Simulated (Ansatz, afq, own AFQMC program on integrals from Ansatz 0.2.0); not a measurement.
N, quartet in cc-pVQZ, levels against full CI

A free N atom.

Basis cc-pVQZ. Noble-gas cores (and the filled d shells of Ga–Kr and In–Xe) are frozen. Ansatz 0.2.0 and our own AFQMC program on the same integrals; the CISD trial comes from CCSD amplitudes, and released means the phaseless constraint is let go. Free projection: walkers drawn from exp(T), propagated without any constraint. Its projection time is finite, and what remains of the start isn't in its error. Uncertainties: one standard error, sampling alone.

Determinant: UHF, the one that the program's search chose, which needn't be the lowest solution.

Full CI on the same integrals is exact in this basis and with this determinant's frozen core.

- T1 diagnostic: 0.0064
- weight of the determinant in the CISD state: 0.964
- ⟨S²⟩ of the determinant: 3.757
- size of the correlated space: 5 electrons in 54 orbitals

```csv
level,correlation energy (eV)
MP2,-2.8267
CCSD,-3.2190
CCSD(T),-3.2955
```

Estimate where phaseless AFQMC with a CISD trial lies against CCSD(T) on the same integrals.

0.17 ± 0.02 kcal/mol below CCSD(T).

Reference: full CI, correlation energy -3.306 eV. The released energy is read at 1.50 1/Eh (meV from the phaseless value at times in 1/Eh: -1.5 ± 0.6 at 0.24, -2.0 ± 0.6 at 0.50, -2.8 ± 0.6 at 1.00, -2.9 ± 0.7 at 1.50).

| level | E − E(reference) (kcal/mol) | share of correlation (%) |
| --- | --- | --- |
| CCSD(T) | 0.24 | 99.68 |
| CCSDT | 0.03 | 99.96 |
| CCSDT(Q) | 0.00 | 100.00 |
| ph-AFQMC/HF | 0.39 ± 0.25 | 99.49 |
| ph-AFQMC/CISD | 0.07 ± 0.02 | 99.91 |
| released AFQMC | 0.00 ± 0.02 | 100.00 |
| free AFQMC | -0.01 ± 0.02 | 100.01 |

CCSDT and higher add their correlation energy to the determinant of the CCSD(T) run, since their own runs factorise the integrals more tightly (a shift of under 2 meV). Free projections are given only where their last times agree within the noise and don't stop above the reference; a slow remainder of the start can still hide under it. A walk keeps the symmetry of its determinant, which the program's search chose and which needn't be the lowest solution, so a lower state of the same spin and another symmetry isn't excluded. Released energies are given only where the last usable release times agree within the noise; a slower fall can still hide under it.
